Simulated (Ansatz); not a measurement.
# BN (triplet): wave-function methods side by side at distance B1–N2 = 2.839 Å, 6-31G

Aim: climb from Hartree-Fock through coupled cluster and multireference methods for BN (triplet) at one geometry and basis, and see what each rung misses.

Program: Ansatz 0.2.0, Gaussian basis. Level of theory: 6-31G, core rule «outside noble gas», up to 2 orbitals frozen. These are calculated values, not measurements.

To be run: UHF; CCSD(T) on ROHF; CCSD(T) on UHF; BCCD(T) on ROHF; CISD; CCSDT(Q) on ROHF; CCSDT(Q) on UHF; CISDTQ; CCSDTQ on ROHF; CCSDTQ on UHF; CASSCF and MRCISD+Q, 4 electrons in 4 orbitals; CASSCF and NEVPT2, 4 electrons in 4 orbitals; CASSCF and MRCISD+Q, 8 electrons in 8 orbitals; CASSCF and MRCISD+Q(relaxed), 8 electrons in 8 orbitals; CASSCF and NEVPT2, 8 electrons in 8 orbitals; Full CI.

12 further runs of the same task are left out: 11 that didn't finish, 1 set aside as unsound or not needed.

### 1 The geometry

The geometry derives from a PBE0/def2-TZVP stationary point (not a proven minimum). One bond is set to the value named and the two fragments are kept rigid.

2 atoms, charge 0, spin multiplicity 3.

Atoms are counted from 1 here; the program's logs count them from 0.

No contacts short enough for the rule that draws bonds.

### 2 UHF

Input file in.yaml:

```yaml
crystal:
  periodic: [false, false, false]
  atoms:
    - {symbol: B, position_ang: [0.000000, 0.000000, 0.000000]}
    - {symbol: N, position_ang: [0.000000, 0.000000, 2.839000]}
basis:
  gaussian: {orbitals: 6-31G}
magnetization: {spin_polarized: true, initial_magnetization: 2}
hamiltonian: {xc: hf}
output: {orbitals: {seedname: orbitals}}
```

Run with:

```bash
ansatz run in.yaml --threads 1 --pin off --events-out ev --progress --plain --max-ram 2393MiB
```

Further steps of the session: CCSD(T) on ROHF; CCSD(T) on UHF; BCCD(T) on ROHF; CISD; CCSDT(Q) on ROHF; CCSDT(Q) on UHF; CISDTQ; CCSDTQ on ROHF; CCSDTQ on UHF; CASSCF and MRCISD+Q, 4 electrons in 4 orbitals; CASSCF and NEVPT2, 4 electrons in 4 orbitals; CASSCF and MRCISD+Q, 8 electrons in 8 orbitals; CASSCF and MRCISD+Q(relaxed), 8 electrons in 8 orbitals; CASSCF and NEVPT2, 8 electrons in 8 orbitals; Full CI.

Q: Predict the results of all the runs planned. Wanted: FCI below the RHF energy; RMP2 from FCI; UMP2 from FCI; RCCSD from FCI; RCCSD(T) from FCI; UCCSD(T) from FCI; RCCSDT(Q) from FCI; UCCSDT(Q) from FCI; NEVPT2 pair from FCI.

The runs gave:

```
                         quantity                                                                                                                  value
         FCI below the RHF energy                                                                                                             -5.2866 eV
                    RMP2 from FCI                                                                                                          +192.9 kJ/mol
                    UMP2 from FCI                                                                                                           +89.0 kJ/mol
                   RCCSD from FCI                                                                                                           +15.3 kJ/mol
                RCCSD(T) from FCI                                                                                                            +2.5 kJ/mol
                UCCSD(T) from FCI                                                                                                            +5.1 kJ/mol
               RCCSDT(Q) from FCI                                                                                                            -0.1 kJ/mol
               UCCSDT(Q) from FCI                                                                                                            -0.1 kJ/mol
             NEVPT2 pair from FCI                                                                                                           +82.3 kJ/mol
          NEVPT2 valence from FCI                                                                                                           +42.9 kJ/mol
        MRCISD+Q valence from FCI                                                                                                            +1.6 kJ/mol
levels within 1 kcal/mol (43 meV)  RCCSD(T), RCCSDT, UCCSDT, CISDTQ, RCCSDT(Q), UCCSDT(Q), RCCSDTQ, UCCSDTQ, MRCISD+Q valence, MRCISD+Q(relaxed) valence
                    T1 diagnostic                                                                                                                  0.154
   effectively unpaired electrons                                                                                                                   3.28
```

**Reading.** RCCSD(T) misses by +2.5 kJ/mol, 0.5 % of the correlation energy. CCSD(T) misses by +2.5 kJ/mol on the restricted determinant and by +5.1 kJ/mol on the unrestricted one; the two need not hold the same state or core. MRCISD+Q(relaxed) valence falls below full CI: the +Q correction isn't variational, and the cores differ from full CI's. The occupations show strong static correlation (3.3 unpaired electrons where one determinant has 2). Coupled cluster on one determinant still stays close here. Of the multireference levels listed MRCISD+Q(relaxed) valence comes nearest in total energy (-0.3 kJ/mol), which doesn't show that its space is the better one. These misses are within one basis, not against nature; the frozen cores of restricted and unrestricted runs differ, which can shift their rows.
